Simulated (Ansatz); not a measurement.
# CO (singlet): wave-function methods side by side, 6-31G*

Aim: climb from Hartree-Fock through coupled cluster and multireference methods for CO (singlet) at one geometry and basis, and see what each rung misses.

The runs use Ansatz 0.2.0, Gaussian basis; 6-31G*, core rule «outside noble gas», up to 2 orbitals frozen.

Plan: UHF; CCSD(T) on RHF; BCCD(T) on RHF; CISD; CCSDT(Q) on RHF; CISDTQ; CCSDTQ on RHF; CASSCF and MRCISD+Q, 10 electrons in 8 orbitals; CASSCF and NEVPT2, 10 electrons in 8 orbitals.

9 further runs of the same task are left out: 9 set aside as unsound or not needed.

## (1) What is computed

The geometry is an MP2(full)/6-31G* stationary point (not a proven minimum).

2 atoms, charge 0, spin multiplicity 1.

Atoms are counted from 1 here; the program's logs count them from 0.

Bond lengths: O1–C2 1.150 Å.

## (2) UHF

The input, in.yaml:

```yaml
crystal:
  periodic: [false, false, false]
  atoms:
    - {symbol: O, position_ang: [0.000000, 0.000000, 0.000000]}
    - {symbol: C, position_ang: [0.000000, 0.000000, 1.150340]}
basis:
  gaussian: {orbitals: "6-31G*"}
magnetization: {spin_polarized: true, initial_magnetization: 0}
hamiltonian: {xc: hf}
output: {orbitals: {seedname: orbitals}}
```

Command:

```
$ ansatz run in.yaml --threads 1 --pin off --events-out ev --progress --plain --max-ram 3956MiB --backend cpu
```

Further steps of the session: CCSD(T) on RHF; BCCD(T) on RHF; CISD; CCSDT(Q) on RHF; CISDTQ; CCSDTQ on RHF; CASSCF and MRCISD+Q, 10 electrons in 8 orbitals; CASSCF and NEVPT2, 10 electrons in 8 orbitals.

**Question.** What will the summary of the whole plan be? Wanted: RCCSDTQ below the RHF energy; RMP2 from RCCSDTQ; RCCSD from RCCSDTQ; RCCSD(T) from RCCSDTQ; RCCSDT(Q) from RCCSDTQ; NEVPT2 valence from RCCSDTQ; MRCISD+Q valence from RCCSDTQ; T1 diagnostic; effectively unpaired electrons.

**Answer**, as computed:

| quantity | value |
| --- | --- |
| RCCSDTQ below the RHF energy | -8.3061 eV |
| RMP2 from RCCSDTQ | +503.7 meV |
| RCCSD from RCCSDTQ | +346.3 meV |
| RCCSD(T) from RCCSDTQ | +42.1 meV |
| RCCSDT(Q) from RCCSDTQ | -3.8 meV |
| NEVPT2 valence from RCCSDTQ | +932.6 meV |
| MRCISD+Q valence from RCCSDTQ | +43.0 meV |
| levels within 1 kcal/mol (43 meV) | RCCSD(T), BCCD(T), RCCSDT, RCCSDT(Q), MRCISD+Q valence |
| T1 diagnostic | 0.021 |
| effectively unpaired electrons | 0.04 |

What this shows: RCCSD(T) lands +42.1 meV from the yardstick (0.5 % of the correlation energy). One determinant dominates. Of the multireference levels listed MRCISD+Q valence comes nearest in total energy (+43.0 meV), which doesn't show that its space is the better one. These misses are within one basis, not against nature.
